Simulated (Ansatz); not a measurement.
# Rhombohedral A7 As

Computed with r²SCAN in Ansatz (plane waves, PAW).

Settings: plane-wave cutoff 600 eV, 20×20×20 k mesh, Fermi–Dirac smearing 0.076 eV (set by the program), scalar-relativistic PAW data made under PBE.

Cell: measured lattice: a = b = 3.760 Å, c = 10.546 Å, α = β = 90.00°, γ = 120.00°.

| Item | Value |
|---|---|
| elastic constant C11 | 145 GPa |
| elastic constant C12 | 53.4 GPa |
| elastic constant C13 | 33.2 GPa |
| elastic constant C33 | 35.2 GPa |
| elastic constant C44 | 42.7 GPa |
| elastic constant C66 | 45.6 GPa |
| Voigt–Reuss–Hill bulk modulus | 48.9 GPa |
| polycrystal shear modulus (Hill average) | 31.3 GPa |
| Young modulus | 77.5 GPa |
| Poisson ratio | 0.236 |

Note: the cell isn't this level's own, so it is under some stress, which shifts stiffness and frequencies.

Elastic constants are with the ions relaxed.

The computed numbers hold no vibrational or temperature effects.

Ansatz is an electronic-structure program.
